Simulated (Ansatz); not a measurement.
# C3H8O2: the cost of one run

Method: the levels named in each step, in Ansatz 0.2.0.

## 1. The structure to begin with

Bond lengths: C1–C2 1.525 Å, C2–O3 1.416 Å, C2–C4 1.537 Å, C4–O5 1.403 Å, C1–H6 1.089 Å, C1–H7 1.086 Å, C1–H8 1.087 Å, C2–H9 1.095 Å, O3–H10 0.965 Å, C4–H11 1.092 Å, C4–H12 1.104 Å, O5–H13 0.968 Å. Angles (14 of 20 angles, heavy atoms first): C1–C2–O3 112.0°, C1–C2–C4 111.7°, O3–C2–C4 109.1°, C2–C4–O5 111.2°, C1–C2–H9 110.3°, O3–C2–H9 104.5°, C4–C2–H9 108.9°, C2–C1–H6 110.3°, C2–C1–H7 110.2°, C2–C1–H8 110.0°, C2–O3–H10 108.4°, C2–C4–H11 110.7°, C2–C4–H12 109.0°, O5–C4–H11 107.2°.

Coordinates:

```xyz
13

C    -1.8361   -0.5955   -0.0152
C    -0.4427   -0.1226    0.3838
O    -0.3742    1.2860    0.5058
C     0.6246   -0.5930   -0.6173
O     1.9048   -0.1688   -0.2296
H    -2.0876   -0.2324   -1.0111
H    -1.8772   -1.6807   -0.0216
H    -2.5722   -0.2189    0.6909
H    -0.1853   -0.4977    1.3800
H    -0.6995    1.6787   -0.3137
H     0.6491   -1.6831   -0.6715
H     0.3782   -0.1960   -1.6174
H     1.8104    0.7195    0.1426
```

## 2. A rough first relaxation, PBE-D4/def2-SVP

This run stands in another session on the same molecule. It ended at:

```xyz
13

C    -1.8390   -0.5755   -0.0192
C    -0.4314   -0.1517    0.3761
O    -0.3166    1.2722    0.5341
C     0.6549   -0.6102   -0.6044
O     1.9093   -0.1011   -0.2244
H    -2.1019   -0.1869   -1.0275
H    -1.9321   -1.6802   -0.0546
H    -2.5815   -0.1868    0.7049
H    -0.1780   -0.5581    1.3796
H    -0.6595    1.6713   -0.2903
H     0.7142   -1.7203   -0.6345
H     0.3527   -0.2782   -1.6375
H     1.7011    0.8012    0.1034
```

## 3. Relaxation, HF/STO-3G

Input file input.yaml:

```yaml
crystal:
  periodic: [false, false, false]
  atoms:
    - { symbol: C, position_ang: [-1.8389516, -0.57549466, -0.01915539] }
    - { symbol: C, position_ang: [-0.43140603, -0.15172243, 0.37611851] }
    - { symbol: O, position_ang: [-0.31661118, 1.27216036, 0.53410373] }
    - { symbol: C, position_ang: [0.65490012, -0.61024583, -0.60438927] }
    - { symbol: O, position_ang: [1.90926269, -0.10108034, -0.22442716] }
    - { symbol: H, position_ang: [-2.1019143, -0.1869323, -1.02747575] }
    - { symbol: H, position_ang: [-1.93206378, -1.68019454, -0.05459875] }
    - { symbol: H, position_ang: [-2.58150079, -0.18676362, 0.70493994] }
    - { symbol: H, position_ang: [-0.17796176, -0.55812394, 1.37963098] }
    - { symbol: H, position_ang: [-0.65953455, 1.67133733, -0.29032936] }
    - { symbol: H, position_ang: [0.71424104, -1.72031833, -0.63447821] }
    - { symbol: H, position_ang: [0.35268799, -0.27818536, -1.63746705] }
    - { symbol: H, position_ang: [1.70109215, 0.80116366, 0.10335778] }
basis:
  gaussian: { orbitals: STO-3G }
hamiltonian:
  xc: hf
relax:
  f_tol: 0.004
  max_steps: 150
```

Run with:

```bash
$ ansatz run input.yaml --threads 4 --pin off --max-ram 10240MiB --backend cpu --events-out ev --progress --plain --runs-dir out
```

What time and memory should one allow on 4 threads of Arm Neoverse V1, shared host?

About 2.1 s, with a peak of 0.091 GiB.
